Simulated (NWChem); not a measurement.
Everything below was run with NWChem. System: ethylene (C2H4), charge 0, spin multiplicity 1, at a geometry optimised with PBE/def2-SVP. Level: PBE0/6-311++G** (spherical d).

Job file:

```
start mol
memory heap 200 mb stack 900 mb global 1100 mb
geometry units angstroms nocenter noautoz
  C      0.000000     0.000000     0.670281
  C      0.000000     0.000000    -0.670281
  H      0.937449     0.000000     1.250738
  H     -0.937449     0.000000     1.250738
  H     -0.937449     0.000000    -1.250738
  H      0.937449     0.000000    -1.250738
  symmetry group D2h
end
basis spherical
  * library 6-311++g**
end
dft
  xc pbe0
  semidirect memsize 60000000 filesize 0
  iterations 100
end
task dft energy
```

NWChem printed:

```
             Northwest Computational Chemistry Package (NWChem) 7.3.0
             --------------------------------------------------------

                                NWChem Input Module
                                -------------------

 Scaling coordinates for geometry "geometry" by  1.889725989
 (inverse scale =  0.529177249)

 Turning off AUTOSYM since
 SYMMETRY directive was detected!

                             Geometry "geometry" -> ""
                             -------------------------

 Output coordinates in angstroms (scale by  1.889725989 to convert to a.u.)

  No.       Tag          Charge          X              Y              Z
 ---- ---------------- ---------- -------------- -------------- --------------
    1 C                    6.0000     0.00000000     0.00000000     0.67028100
    2 C                    6.0000     0.00000000     0.00000000    -0.67028100
    3 H                    1.0000     0.93744900     0.00000000     1.25073800
    4 H                    1.0000    -0.93744900     0.00000000     1.25073800
    5 H                    1.0000    -0.93744900     0.00000000    -1.25073800
    6 H                    1.0000     0.93744900     0.00000000    -1.25073800

 Effective nuclear repulsion energy (a.u.)      32.9967627881

            Nuclear Dipole moment (a.u.)
            ----------------------------
        X                 Y               Z
 ---------------- ---------------- ----------------
     0.0000000000     0.0000000000     0.0000000000

      Symmetry information
      --------------------

 Group name             D2h
 Group number             26
 Group order               8
 No. of unique centers     2

      Symmetry unique atoms

     1    3


 Summary of "ao basis" -> "" (spherical)
 ------------------------------------------------------------------------------
       Tag                 Description            Shells   Functions and Types
 ---------------- ------------------------------  ------  ---------------------
 *                         6-311++g**                 on all atoms

                                 NWChem DFT Module
                                 -----------------

 Summary of "ao basis" -> "ao basis" (spherical)
 ------------------------------------------------------------------------------
       Tag                 Description            Shells   Functions and Types
 ---------------- ------------------------------  ------  ---------------------
 C                         6-311++g**               10       22   5s4p1d
 H                         6-311++g**                5        7   4s1p

 Summary of "ao basis" -> "ao basis" (spherical)
 ------------------------------------------------------------------------------
       Tag                 Description            Shells   Functions and Types
 ---------------- ------------------------------  ------  ---------------------
 C                         6-311++g**               10       22   5s4p1d
 H                         6-311++g**                5        7   4s1p

      Symmetry analysis of basis
      --------------------------

        ag         17
        au          2
        b1g         2
        b1u        17
        b2g        11
        b2u         6
        b3g         6
        b3u        11

            General Information
            -------------------
          SCF calculation type: DFT
          Wavefunction type:  closed shell.
          No. of atoms     :     6
          No. of electrons :    16
           Alpha electrons :     8
            Beta electrons :     8
          Charge           :     0
          Spin multiplicity:     1
          Use of symmetry is: on ; symmetry adaption is: on
          Maximum number of iterations: 100
          AO basis - number of functions:    72
                     number of shells:    40
          Convergence on energy requested:  1.00D-06
          Convergence on density requested:  1.00D-05
          Convergence on gradient requested:  5.00D-04

              XC Information
              --------------
                         PBE0 Method XC Functional
                     Hartree-Fock (Exact) Exchange  0.250
          PerdewBurkeErnzerhof Exchange Functional  0.750
            Perdew 1991 LDA Correlation Functional  1.000 local
           PerdewBurkeErnz. Correlation Functional  1.000 non-local

             Grid Information
             ----------------
          Grid used for XC integration:  medium
          Radial quadrature: Mura-Knowles
          Angular quadrature: Lebedev.
          Tag              B.-S. Rad. Rad. Pts. Rad. Cut. Ang. Pts.
          ---              ---------- --------- --------- ---------
          C                   0.70       49          12.0       434
          H                   0.35       45          13.0       434
          Grid pruning is: on
          Number of quadrature shells:    94
          Spatial weights used:  Erf1

          Convergence Information
          -----------------------
          Convergence aids based upon iterative change in
          total energy or number of iterations.
          Levelshifting, if invoked, occurs when the
          HOMO/LUMO gap drops below (HL_TOL):  1.00D-02
          DIIS, if invoked, will attempt to extrapolate
          using up to (NFOCK): 10 stored Fock matrices.

                    Damping( 0%)  Levelshifting(0.5)       DIIS
                  --------------- ------------------- ---------------
          dE  on:    start            ASAP                start
          dE off:    2 iters        100 iters           100 iters

      Screening Tolerance Information
      -------------------------------
          Density screening/tol_rho:  1.00D-10
          AO Gaussian exp screening on grid/accAOfunc:  14
          CD Gaussian exp screening on grid/accCDfunc:  20
          XC Gaussian exp screening on grid/accXCfunc:  20
          Schwarz screening/accCoul:  1.00D-08

      Superposition of Atomic Density Guess
      -------------------------------------

 Sum of atomic energies:         -77.33750841

      Non-variational initial energy
      ------------------------------

 Total energy =     -78.388538
 1-e energy   =    -167.331907
 2-e energy   =      55.946606
 HOMO         =      -0.417994
 LUMO         =      -0.341393

      Symmetry analysis of molecular orbitals - initial
      -------------------------------------------------

  Numbering of irreducible representations:

     1 ag          2 au          3 b1g         4 b1u         5 b2g
     6 b2u         7 b3g         8 b3u

  Orbital symmetries:

     1 ag          2 b1u         3 b2g         4 ag          5 b1u
     6 b3u         7 ag          8 b2g         9 b2u        10 b3u
    11 b3g        12 ag         13 b1u        14 b2u        15 b3u
    16 b2g        17 ag         18 b1u

------------------------------------------------------------
EAF file 0: "./mol.aoints.0" size=524288 bytes
------------------------------------------------------------
               write      read    awrite     aread      wait
               -----      ----    ------     -----      ----
     calls:        1         0         0         0         0
   data(b): 5.24e+05  0.00e+00  0.00e+00  0.00e+00
   time(s): 0.00e+00  0.00e+00  0.00e+00  0.00e+00  0.00e+00
rate(mb/s): 0.00e+00  0.00e+00
------------------------------------------------------------

   convergence    iter        energy       DeltaE   RMS-Dens  Diis-err    time
 ---------------- ----- ----------------- --------- --------- ---------  ------
 d= 0,ls=0.0,diis     1    -76.9748421083 -1.10D+02  5.33D+01  1.89D+00     0.7
 d= 0,ls=0.0,diis     2    -77.9452997735 -9.70D-01  9.40D-03  4.03D+00     0.8
 d= 0,ls=0.0,diis     3    -78.4519668306 -5.07D-01  5.27D-03  3.02D-01     0.9
 d= 0,ls=0.0,diis     4    -78.5029465359 -5.10D-02  9.57D-04  2.54D-03     1.0
 d= 0,ls=0.0,diis     5    -78.5034234591 -4.77D-04  4.71D-05  3.70D-05     1.1
  Resetting Diis
 d= 0,ls=0.0,diis     6    -78.5034278077 -4.35D-06  1.45D-05  8.13D-07     1.2
 d= 0,ls=0.0,diis     7    -78.5034279021 -9.44D-08  1.27D-06  3.17D-09     1.3

         Total DFT energy =      -78.503427902125
      One electron energy =     -169.583144522204
           Coulomb energy =       70.242656334487
    Exchange-Corr. energy =      -12.159702502508
 Nuclear repulsion energy =       32.996762788100

 Numeric. integr. density =       16.000000599068

     Total iterative time =      1.0s

                  Occupations of the irreducible representations
                  ----------------------------------------------

                     irrep           alpha         beta
                     --------     --------     --------
                     ag                3.0          3.0
                     au                0.0          0.0
                     b1g               0.0          0.0
                     b1u               2.0          2.0
                     b2g               1.0          1.0
                     b2u               1.0          1.0
                     b3g               0.0          0.0
                     b3u               1.0          1.0

                       DFT Final Molecular Orbital Analysis
                       ------------------------------------

 Vector    6  Occ=2.000000D+00  E=-4.343951D-01  Symmetry=ag
              MO Center=  2.2D-16, -1.1D-16,  1.4D-15, r^2= 1.8D+00
   Bfn.  Coefficient  Atom+Function         Bfn.  Coefficient  Atom+Function
  ----- ------------  ---------------      ----- ------------  ---------------
     9      0.267924  1 C  pz                31     -0.267924  2 C  pz
     5      0.190192  1 C  pz                27     -0.190192  2 C  pz
    13      0.149028  1 C  pz                35     -0.149028  2 C  pz
    46      0.113315  3 H  s                 53      0.113315  4 H  s
    60      0.113315  5 H  s                 67      0.113315  6 H  s

 Vector    7  Occ=2.000000D+00  E=-3.662390D-01  Symmetry=b2g
              MO Center= -4.9D-17, -2.7D-17, -4.8D-17, r^2= 2.4D+00
   Bfn.  Coefficient  Atom+Function         Bfn.  Coefficient  Atom+Function
  ----- ------------  ---------------      ----- ------------  ---------------
     7      0.200588  1 C  px                29     -0.200588  2 C  px
    46      0.180538  3 H  s                 53     -0.180538  4 H  s
    60      0.180538  5 H  s                 67     -0.180538  6 H  s
    11      0.148421  1 C  px                33     -0.148421  2 C  px
     3      0.137645  1 C  px                25     -0.137645  2 C  px

 Vector    8  Occ=2.000000D+00  E=-2.884474D-01  Symmetry=b2u
              MO Center= -1.1D-16, -1.3D-15,  1.0D-15, r^2= 1.5D+00
   Bfn.  Coefficient  Atom+Function         Bfn.  Coefficient  Atom+Function
  ----- ------------  ---------------      ----- ------------  ---------------
     8      0.283436  1 C  py                30      0.283436  2 C  py
    12      0.242799  1 C  py                34      0.242799  2 C  py
     4      0.177659  1 C  py                26      0.177659  2 C  py
    16      0.029505  1 C  py                38      0.029505  2 C  py

 Vector    9  Occ=0.000000D+00  E=-3.521608D-03  Symmetry=b3g
              MO Center=  5.8D-17,  9.0D-15, -1.8D-15, r^2= 3.5D+00
   Bfn.  Coefficient  Atom+Function         Bfn.  Coefficient  Atom+Function
  ----- ------------  ---------------      ----- ------------  ---------------
    16      0.636554  1 C  py                38     -0.636554  2 C  py
    12      0.465545  1 C  py                34     -0.465545  2 C  py
     8      0.263555  1 C  py                30     -0.263555  2 C  py
     4      0.169014  1 C  py                26     -0.169014  2 C  py
    19      0.030404  1 C  d -1              41      0.030404  2 C  d -1

 Vector   10  Occ=0.000000D+00  E= 9.798934D-03  Symmetry=ag
              MO Center=  6.9D-16,  5.2D-16, -2.2D-15, r^2= 1.3D+01
   Bfn.  Coefficient  Atom+Function         Bfn.  Coefficient  Atom+Function
  ----- ------------  ---------------      ----- ------------  ---------------
    14      1.546630  1 C  s                 36      1.546630  2 C  s
    48     -1.023354  3 H  s                 55     -1.023354  4 H  s
    62     -1.023354  5 H  s                 69     -1.023354  6 H  s
    17      0.361774  1 C  pz                39     -0.361774  2 C  pz
    10      0.196775  1 C  s                 32      0.196775  2 C  s

 Vector   11  Occ=0.000000D+00  E= 2.788945D-02  Symmetry=b1u
              MO Center=  2.9D-13, -3.7D-14, -5.5D-14, r^2= 1.6D+01
   Bfn.  Coefficient  Atom+Function         Bfn.  Coefficient  Atom+Function
  ----- ------------  ---------------      ----- ------------  ---------------
    14      4.358704  1 C  s                 36     -4.358704  2 C  s
    48     -1.660066  3 H  s                 55     -1.660066  4 H  s
    62      1.660066  5 H  s                 69      1.660066  6 H  s
    10      0.375493  1 C  s                 32     -0.375493  2 C  s
    17     -0.184712  1 C  pz                39     -0.184712  2 C  pz

 center of mass
 --------------
 x =   0.00000000 y =   0.00000000 z =   0.00000000

 moments of inertia (a.u.)
 ------------------
          61.025864635996           0.000000000000           0.000000000000
           0.000000000000          73.677250166750           0.000000000000
           0.000000000000           0.000000000000          12.651385530754

     Multipole analysis of the density
     ---------------------------------

     L   x y z        total         alpha         beta         nuclear
     -   - - -        -----         -----         ----         -------
     0   0 0 0     -0.000000     -8.000000     -8.000000     16.000000

     1   1 0 0      0.000000      0.000000      0.000000      0.000000
     1   0 1 0     -0.000000     -0.000000     -0.000000      0.000000
     1   0 0 1      0.000000      0.000000      0.000000      0.000000

     2   2 0 0     -9.132461    -10.842809    -10.842809     12.553157
     2   1 1 0     -0.000000     -0.000000     -0.000000      0.000000
     2   1 0 1     -0.000000     -0.000000     -0.000000      0.000000
     2   0 2 0    -11.869160     -5.934580     -5.934580      0.000000
     2   0 1 1      0.000000      0.000000      0.000000      0.000000
     2   0 0 2     -9.075402    -25.336833    -25.336833     41.598263

 Task  times  cpu:        1.3s     wall:        1.3s

 Total times  cpu:        1.3s     wall:        1.3s
```
